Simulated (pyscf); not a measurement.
This saddle point was located with ωB97X-D3(BJ)/def2-SVP in PySCF.

```
Si
N 1 1.7328
H 2 1.0138 1 120.98
H 2 1.0140 3 111.45 1 152.22
H 1 1.4932 2 108.72 3 -162.19
H 1 1.4940 5 110.99 2 -118.05
H 1 1.6000 5 108.22 6 -116.70
N 7 1.5168 1 157.73 5 -170.80
H 8 1.0323 7 94.33 1 46.31
H 8 1.0323 9 102.08 7 96.19
```
Charge 0, spin multiplicity 2.

Surface: doublet, charge 0. Lowest wavenumbers (cm⁻¹): 880i, 56, 94, 160, 203.

Problem. Name the species on either side of this saddle.

Solution. H₂N–SiH₃ + NH₂• ⇌ H₂N–SiH₂• + NH₃, a hydrogen abstraction read from left to right: H–Si broken and H–N formed. At ωB97M-D3(BJ)/def2-TZVP it lies +0.19 eV from the left side and +1.00 eV from the right (each side as separated species at their lowest minima found). One saddle was located; it need not be the lowest between these sides. The angle at the transferred H is 158°.
